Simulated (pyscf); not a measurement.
Cl–InH–Cl + NH₃ -> H₂N–In(Cl)–Cl + H₂, a four-centre exchange (singlet surface; H–In, H–N broken, In–N, H–H formed). Structures and frequencies: ωB97X-D3(BJ)/def2-SVP in PySCF. Energies in kcal/mol from the separated reactants.

Small-basis levels: PySCF, no dispersion term, spherical d functions. 

### Question
In single points HF/6-31G*+LANL2DZ puts the saddle at 33.0 kcal/mol and the reaction energy at +2.3 kcal/mol. Should these be trusted to within a few kcal/mol? Compare with ωB97M-D3(BJ)/def2-TZVP.

### Answer
ωB97M-D3(BJ)/def2-TZVP gives ΔE‡ = 24.6 kcal/mol and ΔE = +5.3 kcal/mol. HF/6-31G*+LANL2DZ lies 8.3 kcal/mol over it in the barrier and 3.0 kcal/mol under it in the reaction energy, so on this step it does not hold to within 3.0 kcal/mol. ωB97M-D3(BJ)/def2-TZVP has limits of its own. On the reactant side the descent ends in an adduct with a In–N contact, 29.7 kcal/mol under the separated species and 51.6 kcal/mol under the saddle at ωB97X-D3(BJ)/def2-TZVP. What is counted as formed (In–N) is already present as a longer contact in the reactant adduct; forming that adduct is a step of its own. At the saddle there is also a short H–In contact that neither side keeps. At ωB97X-D3(BJ) the barrier from the zero used here is 21.9 kcal/mol. This is the saddle that the search found; another between the same sides may lie lower. Elements past Kr carry the def2 core potentials, without spin-orbit coupling.
